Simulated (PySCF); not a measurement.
How the method changes the constants of BO

State: ²Σ⁺ (doublet), unpaired electrons σ ↑. Set-up: B cc-pVDZ, O cc-pVDZ; no relativity (PySCF 2.14). De refers to B + O in their high-spin ground configurations, without counterpoise correction. The functionals are run spin-unrestricted. A positive dipole means B(−)O(+).

```csv
Level,Re (Å),ωe (cm⁻¹),De (eV),μ (D),"CPU s a point (SCF and correlation, without the integrals)"
ROHF,1.184,2086,5.70,-2.68,0.058
ROHF-MP2,1.222,1832,8.37,n/a,0.08
ROHF-SCS-MP2,1.219,1850,8.01,n/a,n/a
ROHF-CCSD,1.213,1901,7.46,n/a,n/a
ROHF-CCSD(T),1.220,1838,7.67,n/a,0.56
PBE,1.221,1825,8.85,-1.84,0.32
revPBE,1.225,1809,8.48,-1.85,0.21
PW91,1.219,1831,8.89,-1.85,0.28
r²SCAN,1.212,1882,8.57,-2.08,0.41
r²SCANh,1.208,1909,8.37,-2.14,0.42
PBE0,1.206,1919,8.28,-2.10,0.4
CAM-B3LYP,1.202,1939,8.29,-2.10,0.44
```

(1) Which functional lies closest to ROHF-CCSD(T) in De, which farthest, and by how much do they differ from it?

(2) What does a quarter of exact exchange do here, going from PBE to PBE0?

(3) What does the step from GGA to meta-GGA do here, going from PBE to r²SCAN?

Correlated steps freeze 2 core orbitals. Correlated levels converge slowly with the basis: in double zeta they bind strong bonds too weakly, by up to about 1 eV, and carry superposition errors of some tenths. The state is the lowest determinant that a PBE0 search found; another state may lie lower at other levels.

The whole job (state search and all levels along the bond) took about 0.7 min on 1 thread of Arm Neoverse V1 (shared host), peak memory 0.35 GiB.

Results:

(1) Closest is PBE0 (-1.4 pm in Re, +4.4 % in ωe, +0.61 eV in De against ROHF-CCSD(T) in the same basis), farthest PW91 (-0.1 pm in Re, -0.4 % in ωe, +1.22 eV in De). CCSD(T) converges more slowly with the basis than the functionals do and binds too weakly in this one, so the order can change at the basis-set limit.

(2) PBE0 less PBE: -1.5 pm in Re, +5.2 % in ωe, -0.57 eV in De. Exact exchange removes part of the self-interaction that spreads semilocal densities, and in most molecules shortens and stiffens the bond and lowers De; so it does here.

(3) r²SCAN less PBE: -0.9 pm in Re, +3.1 % in ωe, -0.28 eV in De.
